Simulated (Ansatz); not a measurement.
System: rutile MnF2. Method: LDA in Ansatz (PAW).

Numerical settings: plane-wave cutoff 520 eV, 8×8×10 k mesh (along the axes of the cell as run), Fermi–Dirac smearing 0.01 eV, spin-polarised with opposed moments, scalar-relativistic PAW data made under PBE.

Cell (relaxed at this level):

```xyz
6
Lattice="4.7652 0.0000 0.0000 0.0000 4.7652 0.0000 0.0000 0.0000 3.2158" Properties=species:S:1:pos:R:3 pbc="T T T"
Mn     0.0000     0.0000     0.0000
Mn     2.3826     2.3826     1.6079
F      1.4396     1.4396     0.0000
F      3.8222     0.9430     1.6079
F      0.9430     3.8222     1.6079
F      3.3256     3.3256     0.0000
```
Starting moments (μB, in the order of the record's atoms Mn Mn F F F F): 5.0 -5.0 0.0 0.0 0.0 0.0.

Q: Estimate the pressure derivative B′ of the bulk modulus, magnetic moment (largest site, within a sphere), bulk modulus, smallest direct gap on the k points sampled and band gap that the calculation returns.

A: 
- pressure derivative B′ of the bulk modulus: 4.6
- magnetic moment (largest site, within a sphere): 4.01 μB
- bulk modulus: 108 GPa
- smallest direct gap on the k points sampled: 1.85 eV
- band gap: 1.70 eV (indirect)

Measured, for comparison: band gap 9.9 eV (temperature not stated, no zero-point or thermal correction, the source doubts the polymorph; as tabulated in Das and Bazhirov (2019), arXiv:1808.05325). Computed (rounded) less measured: band gap not scored (a reference that its source doubts or gives as a wide range).

Note: without U or exact exchange, gaps and moments of open d shells tend to come out too small; the bulk modulus comes from volumes at which shape and atoms were relaxed.

Moments are spin moments.

Cost on a shared machine: around 22 core-minutes (rough).

Ansatz is a program for electronic structure.
